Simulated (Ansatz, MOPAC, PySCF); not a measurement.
System: C₃H₅ (charge 0, doublet). SMILES: [CH]1CC1
Structure (B3LYP-D3(BJ)/def2-TZVP (Ansatz, a first-principles code) minimum search):
```xyz
8

C      0.0011     0.8829    -0.0327
C      0.7658    -0.3607     0.0513
C     -0.7666    -0.3587     0.0522
H      0.0017     1.6893    -0.7486
H      1.2944    -0.7185    -0.8271
H      1.2504    -0.6199     0.9873
H     -1.2508    -0.6168     0.9889
H     -1.2972    -0.7153    -0.8255
```
Charge 0, spin multiplicity 2.

Quantity: enthalpy of formation at 298 K, in kcal/mol. Terms: LANL2DZ all-electron up to Ne; six Cartesian d functions in 6-31G* and its kin unless marked 5d; no dispersion term unless named; valence correlation only; UHF or UKS for open shells; spin-orbit terms left out; non-relativistic. CBS marks a two-point X^-3 extrapolation of the correlation energy; Hartree-Fock from the larger set. The bracket is a focal-point correction in the basis named. First-principles rows: single points at B3LYP-D3(BJ) geometries (Ansatz), with unscaled harmonic terms from B3LYP/6-31G* at its own minima, enthalpies of formation by atomisation with measured atoms. Semi-empirical rows: MOPAC heats of formation at their own minima for 298 K.

Coupled cluster (Ansatz) is a level with limits of its own, used here on species with T1 under 0.025 (0.045 for open shells) and stable references: RI-MP2/CBS(cc-pVTZ,cc-pVQZ)+[CCSD(T)-MP2]/cc-pVTZ.

Value to compare with, RI-MP2/CBS(cc-pVTZ,cc-pVQZ)+[CCSD(T)-MP2]/cc-pVTZ (Ansatz): 71.8 kcal/mol.

| level | program | enthalpy of formation at 298 K (kcal/mol) | difference |
|---|---|---|---|
| AM1 | MOPAC | 59.1 | -12.7 |
| PM3 | MOPAC | 54.7 | -17.1 |
| HF/STO-3G | Ansatz | 126.8 | 55.0 |
| B3LYP/6-31G* | Ansatz | 71.0 | -0.8 |
| MP2/3-21G | Ansatz | 174.8 | 103.0 |
| MP2/LANL2DZ | Ansatz | 185.0 | 113.2 |
| B3PW91/6-31G* (5d) | PySCF | 62.4 | -9.4 |
| M06-2X/def2-TZVPD | PySCF | 67.4 | -4.4 |

Among the 7 habitual levels, MP2/LANL2DZ lies farthest from RI-MP2/CBS(cc-pVTZ,cc-pVQZ)+[CCSD(T)-MP2]/cc-pVTZ (Ansatz) (113.2 kcal/mol) and B3LYP/6-31G* nearest (-0.8); 3 of 7 lie above it, and their mean absolute difference is 44.5 kcal/mol, the median 17.1. One case shows no general order.

The levels are drawn from those run, B3LYP/6-31G* more often than the rest, none by its result; runs whose electronic state is in doubt are left out.
